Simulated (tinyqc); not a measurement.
Orbital energy against energy difference: ionisation energy by orbital energies and by energy differences in the 6-31g basis, for H2O, spin multiplicity 1. Computed by the program tinyqc with PySCF. Command: `OMP_NUM_THREADS=1 python tinyqc.py 113116 113117 out.jsonl`; one thread of a shared host (Intel(R) Xeon(R) Processor @ 2.60GHz), about 7 s.

Geometry (angstrom):
```
atom,x,y,z
O,0.0000,0.0000,0.0000
H,0.0000,0.6740,0.6000
H,0.0000,-0.6740,0.6000
```

CCSD(T) difference in the same basis = 12.1586 eV

IP-EOM-CCSD = 11.9300 eV

The cation is unrestricted; errors are against CCSD(T) in this basis, not against experiment.

First vertical ionisation energy (eV):
```
method,-e(HOMO),E(cation) - E,error of -e(HOMO),error of the difference
HF,13.8275,11.277850,1.6689,-0.8808
LDA,6.4659,13.012664,-5.6927,0.8540
PBE,6.3779,12.686011,-5.7807,0.5274
B3LYP,8.1367,12.748892,-4.0219,0.5903
PBE0,8.5031,12.631816,-3.6555,0.4732
CAM-B3LYP,10.0329,12.742427,-2.1257,0.5838
LC-wPBE,11.4702,12.774221,-0.6884,0.6156
```

Koopmans errs by +1.67 eV and Delta-HF by -0.88 eV: relaxation, 2.55 eV, lowers the value and the missing correlation difference works against it. The PBE level is off by -5.8 eV through the wrong tail of its potential, though its energy difference is off by +0.53 eV; exact exchange deepens the level, and among the orbital energies LC-wPBE comes closest; among the differences PBE0 does.
